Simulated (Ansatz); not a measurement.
System: graphite. Method: r²SCAN+rVV10 in Ansatz (plane waves, PAW).

Settings: plane-wave cutoff 500 eV, 18×18×6 k mesh (along the axes of the cell as run), Fermi–Dirac smearing 0.05 eV, scalar-relativistic PAW data made under PBE.

Computed at the level's own relaxed cell.

Problem. What does this level give for the volume per atom, lattice parameter a and lattice parameter c?

Solution. 
* **volume per atom**: 8.71 Å³/atom
* **lattice parameter a**: 2.455 Å
* **lattice parameter c**: 6.676 Å

Measured, for comparison: lattice constant a 2.461 Å (300 K, no zero-point or thermal correction, our sources range from 2.456 to 2.461; as tabulated in Wikipedia's data pages); lattice parameter c 6.67 Å (low temperature, zero-point motion not removed; as tabulated in Berland et al. (2010), arXiv:1007.3305). Computed (rounded) less measured: lattice constant a -0.2 % (0.0 % to -0.2 % over the range), lattice parameter c +0.1 %.

The computed numbers hold no vibrational or temperature effects.

Cost on a shared machine: about 30 core-seconds (a rough figure).

Ansatz is a program for electronic structure.
